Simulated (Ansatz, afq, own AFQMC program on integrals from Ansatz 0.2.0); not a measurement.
HBr + BH2, doublet in cc-pVTZ along one coordinate

```xyz
5

Br   -0.4272    0.0000    0.0000
H     0.9934    0.0000    0.0000
B     2.5028    0.0000    0.0000
H     3.0119    0.0000    1.0770
H     3.0119    0.0000   -1.0770
```

A hydrogen atom is moved from one rigid fragment to the other; the Br1–H2 distance tells how far. The two fragments are held close together, so this isn't a minimum-energy path and the start is a compressed complex. Energies in eV count from this geometry (1.421 Å) at the same level; the start stands on UHF, each point on the determinant named.

Basis cc-pVTZ. Only valence electrons are correlated. AFQMC by an in-house program on the Cholesky factors that Ansatz 0.2.0 writes for its CCSD(T) run. The CISD trial takes its coefficients from CCSD amplitudes. Released means that phaseless walkers are propagated on without the constraint, phases kept. Uncertainties: one standard error, sampling alone. No spin–orbit coupling.

Cautions, each for one point or more: inner d shell frozen; no relativity below Rb; no spin-orbit coupling.

```tsv
r(Br1–H2) / Å	det.	T1	weight	⟨S²⟩	CCSD(T)	ph-AFQMC/CISD	released AFQMC	B3LYP	HF
1.518	UHF	0.013	0.87	0.78	-0.248	-0.242 ± 0.008	–	-0.275	-0.233
1.566	UHF	0.013	0.87	0.78	-0.344	-0.341 ± 0.008	-0.344 ± 0.012	-0.378	-0.336
1.615	UHF	0.012	0.87	0.77	-0.425	-0.424 ± 0.008	-0.423 ± 0.011	-0.464	-0.435
1.663	UHF	0.012	0.87	0.77	-0.485	-0.469 ± 0.008	-0.499 ± 0.009	-0.524	-0.522
1.760	UHF	0.012	0.88	0.77	-0.510	-0.503 ± 0.008	-0.507 ± 0.010*	-0.540	-0.618
```

Weight is that of the determinant in the CISD state; at the start T1 is 0.012 and the weight 0.87, and ⟨S²⟩ is 0.77. An asterisk marks released energies that aren't shown to be converged. A dash marks a missing value, a released energy that hasn't settled or a functional that sits on another state. Largest departures from phaseless AFQMC with a CISD trial: CCSD(T) -0.017 eV at 1.663 (on UHF), released AFQMC -0.030 eV at 1.663 (on UHF), B3LYP -0.056 eV at 1.663, HF -0.115 eV at 1.760 (on UHF). The walk's constraint bias lies outside its error bars, so these are departures and not errors. Functionals count only at points shown to share the start's state and spin.

Some points may be missing: those where a free walk finds a much lower state, and past Zn most of those on another determinant than at the start.

A walk keeps the symmetry of its determinant, which the program's search chose and which needn't be the lowest solution, so a lower state of the same spin and another symmetry isn't excluded.
